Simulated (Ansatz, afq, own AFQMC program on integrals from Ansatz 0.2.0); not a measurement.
## Where AFQMC and coupled cluster stand for CH$_{2}$Al, doublet

```xyz
4

Al    0.0000   -0.1170    0.6226
C     0.0000    0.2164   -1.3616
H     0.0000    0.8474    1.8799
H     0.0000   -0.2934   -2.3223
```

Connectivity, by distances: AlH–CH.

Basis cc-pVDZ. Noble-gas cores (and the filled d shells of Ga–Kr and In–Xe) are frozen. Integrals, coupled cluster, full CI and functionals: Ansatz 0.2.0; the random walks run on the same integrals in our own AFQMC program. The CISD trial takes its coefficients from CCSD amplitudes. Released means that phaseless walkers are propagated on without the constraint, phases kept. Error bars are statistical, one sigma.

Determinant: ROHF, the one that the program's search chose, which needn't be the lowest solution. The geometry is a point of a scan.

No full CI on the walks' own integrals is used here; CCSDT(Q) serves as the reference and is uncertain by about the last step of the cluster series.

Cautions: higher spins were not checked; a spin-contaminated unrestricted determinant lies lower (UHF 1.35 eV lower, ⟨S²⟩ 1.62); strong correlation (T1 0.060, weight of the determinant 0.79, largest double 0.24).

```
T1 diagnostic                               : 0.0597
weight of the determinant in the CISD state : 0.789
size of the correlated space                : 9 electrons in 36 orbitals
```

Reference: CCSDT(Q), correlation energy -6.363 eV. The released energy is read at 2.40 1/Eh (meV from the phaseless value at times in 1/Eh: -3 ± 27 at 0.24, 1 ± 28 at 0.51, 3 ± 18 at 0.99, 26 ± 19 at 1.62, 27 ± 23 at 2.40).

```csv
level,E − E(reference) (kJ/mol),share of correlation (%)
HF,614.0,0.00
MP2,135.8,77.88
CCSD,37.1,93.95
CCSD(T),7.9,98.72
CCSDT,3.0,99.50
ph-AFQMC/CISD,2.5 ± 2.3,99.59
released AFQMC,5.2 ± 2.2,99.16
```

A walk keeps the symmetry of its determinant, which the program's search chose and which needn't be the lowest solution, so a lower state of the same spin and another symmetry isn't excluded. Released energies are given only where the last usable release times agree within the noise; a slower fall can still hide under it.
